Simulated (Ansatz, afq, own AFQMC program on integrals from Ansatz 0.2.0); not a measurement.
**Breaking C1–H5 in CH$_{4}$Se, singlet**

| atom | x (Å) | y (Å) | z (Å) |
| --- | --- | --- | --- |
| C | -0.1322 | -0.3510 | -0.3899 |
| Se | 0.8576 | 0.2576 | 1.1737 |
| H | -1.2067 | -0.4149 | -0.1768 |
| H | 0.2466 | -1.3563 | -0.6174 |
| H | 0.0509 | 0.3024 | -1.2522 |
| H | 0.1837 | 1.5622 | 1.2626 |

Products: CH3Se (doublet; CH2–SeH) and H (doublet), each relaxed with PBE0/def2-SVP like the molecule; electronic energies without zero-point terms. Determinants: RHF, UHF and UHF in that order.

Basis def2-TZVP. Only valence electrons are correlated. AFQMC by an in-house program on the Cholesky factors that Ansatz 0.2.0 writes for its CCSD(T) run. ph-AFQMC/CISD is guided by a CISD state made of CCSD amplitudes; releasing the constraint for a short imaginary time cuts its bias at the price of noise, slowly where states lie close. ± is one standard error of the sampling. No spin–orbit coupling. The errors of all members are added in quadrature.

No full CI on the walks' own integrals is used here; CCSDT(Q) serves as the reference and is uncertain by about the last step of the cluster series. Each member takes its own surest rung, up to full CI.

The best estimate is CCSD(T) at the basis-set limit (CBS: def2-TZVPP and def2-QZVPP, with their diffuse functions for anions and beside diffuse sets, CCSD(T) itself extrapolated) plus the step from CCSD(T) to CCSDT(Q) in def2-TZVP. Rows without CBS are in def2-TZVP; B2PLYP and the wave-function rows carry a basis error of their own. Core correlation and relativity beyond core potentials are missing, and ± holds the sampling alone.

Cautions: inner d shell frozen; no relativity below Rb; no spin-orbit coupling.

```json
{"level": "B2PLYP", "bond energy (eV)": "4.424"}
{"level": "MP2", "bond energy (eV)": "4.432"}
{"level": "PBE0", "bond energy (eV)": "4.364"}
```

From these cheaper values, estimate the bond energy at the level of the best estimate.

4.537 eV (best estimate, highest rung CCSDT(Q)).

```
         level  bond energy (eV)  error against the best estimate (eV)
            HF             3.527                                -1.010
          CCSD             4.406                                -0.131
       CCSD(T)             4.421                                -0.116
         CCSDT             4.413                                -0.124
      CCSDT(Q)             4.412                                -0.125
 ph-AFQMC/CISD     4.417 ± 0.008                        -0.120 ± 0.008
released AFQMC     4.414 ± 0.009                        -0.123 ± 0.009
        HF/CBS             3.534                                -1.003
       MP2/CBS             4.586                                 0.049
   CCSD(T)/CBS             4.546                                 0.009
           PBE             4.327                                -0.210
        r2SCAN             4.299                                -0.238
         B3LYP             4.421                                -0.116
       wB97M-V             4.525                                -0.012
```

Correlation beyond CCSD(T) takes off 0.009 eV. Going to the basis-set limit adds 0.125 eV at CCSD(T). The perturbative (T) step is worth +0.015 eV.

Best estimates are given only where the step beyond CCSD(T) is under 0.3 eV and no member's determinant is very poor (T1 over 0.05, or 0.07 for open shells, ⟨S²⟩ too high by 0.3, two states mixed), so the hardest cases are missing from such tables.

The functionals ran in a triple-zeta set and keep a basis error of their own, a few kJ/mol for each bond in atomization energies and more for double hybrids, so close places among them and the extrapolated levels can swap.

CCSDT and higher add their correlation energy to the determinant of the CCSD(T) run, since their own runs factorise the integrals more tightly (a shift of under 2 meV). Each member of a difference takes its own highest rung, so a best estimate needn't equal the limit plus the step of one row. Released energies are given only where the last usable release times agree within the noise; a slower fall can still hide under it.
